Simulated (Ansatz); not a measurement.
# [CH3···H···Si], triplet along the distance C1-H5

Starting geometry:

```
atom    x (Å)    y (Å)    z (Å)
   C  -2.0742   0.0000   0.0000
   H  -2.4374   1.0273   0.0000
   H  -2.4374  -0.5137   0.8897
   H  -2.4374  -0.5137  -0.8897
   H  -0.9846   0.0000   0.0000
  Si   1.1848   0.0000   0.0000
```

From there atom H5 is moved from one fragment to the other while all else, the fragments' distance too, stays fixed; atoms are numbered as listed. Energies are in eV, counted from the starting geometry at the same level.

Basis cc-pVDZ; Ansatz 0.2.0. Correlated methods freeze the noble-gas cores. R marks a restricted (for open shells ROHF) determinant, U an unrestricted one.

Unrestricted rows (U) aren't spin-pure: their determinants' ⟨S²⟩ exceeds S(S+1) by up to 0.42, so they mix in states of higher spin. Coupled cluster chose its determinant by a search with trial CCSD, here up to 0.08 eV above the lowest Hartree–Fock solution of its kind. For open shells CISD is restricted-active-space CI with the open shells as a complete middle space. A value is left out where its run failed or describes another state than the reference as far as symmetry and spin tell, or, spin-broken singlets apart, can't be checked.

Full CI isn't at hand for all of this; UCCSDT(Q) serves as the reference, and is uncertain by the last step of the cluster series or more. The frozen core follows each run's orbitals, which can shift R against U totals by a few meV.

```json
{"distance C1-H5 (Å)": "1.013", "UCCSDT(Q)": "0.158", "error RHF": "-0.052", "error UHF": "-0.051", "error CISD": "-0.017", "error UCCSD(T)": "-0.001", "error BCCD(T)": "-0.001", "error UCCSDT": "0.000"}
{"distance C1-H5 (Å)": "1.090", "UCCSDT(Q)": "0.000", "error RHF": "0.000", "error UHF": "0.000", "error CISD": "0.000", "error UCCSD(T)": "0.000", "error BCCD(T)": "0.000", "error UCCSDT": "0.000"}
{"distance C1-H5 (Å)": "1.194", "UCCSDT(Q)": "0.117", "error RHF": "0.077", "error UHF": "0.073", "error CISD": "0.027", "error UCCSD(T)": "0.002", "error BCCD(T)": "0.002", "error UCCSDT": "0.001"}
{"distance C1-H5 (Å)": "1.298", "UCCSDT(Q)": "0.449", "error RHF": "0.162", "error UHF": "0.153", "error CISD": "0.060", "error UCCSD(T)": "0.004", "error BCCD(T)": "0.004", "error UCCSDT": "0.002"}
{"distance C1-H5 (Å)": "1.402", "UCCSDT(Q)": "0.882", "error RHF": "0.261", "error UHF": "0.245", "error CISD": "0.102", "error UCCSD(T)": "0.008", "error BCCD(T)": "0.008", "error UCCSDT": "0.003"}
{"distance C1-H5 (Å)": "1.506", "UCCSDT(Q)": "1.353", "error RHF": "0.382", "error UHF": "0.340", "error CISD": "0.158", "error UCCSD(T)": "0.016", "error BCCD(T)": "0.014", "error UCCSDT": "0.005"}
{"distance C1-H5 (Å)": "1.611", "UCCSDT(Q)": "1.835", "error RHF": "0.533", "error UHF": "0.237", "error CISD": "–", "error UCCSD(T)": "0.050", "error BCCD(T)": "0.024", "error UCCSDT": "0.010"}
{"distance C1-H5 (Å)": "1.715", "UCCSDT(Q)": "2.105", "error RHF": "0.164", "error UHF": "0.007", "error CISD": "0.099", "error UCCSD(T)": "0.013", "error BCCD(T)": "0.010", "error UCCSDT": "0.002"}
{"distance C1-H5 (Å)": "1.819", "UCCSDT(Q)": "2.298", "error RHF": "0.007", "error UHF": "-0.109", "error CISD": "0.046", "error UCCSD(T)": "0.008", "error BCCD(T)": "0.007", "error UCCSDT": "0.000"}
```

Errors are those of relative energies. In total energy the starting point itself misses UCCSDT(Q) by: RHF 7.143, UHF 7.034, CISD 0.768, UCCSD(T) 0.029, BCCD(T) 0.029, UCCSDT 0.006 eV.

Spread of the error over the points with a reference, to 1.819 Å (largest less smallest): UCCSDT 0.010, BCCD(T) 0.025, UCCSD(T) 0.051, CISD 0.175 (8 of 9 points), UHF 0.449, RHF 0.585 eV.
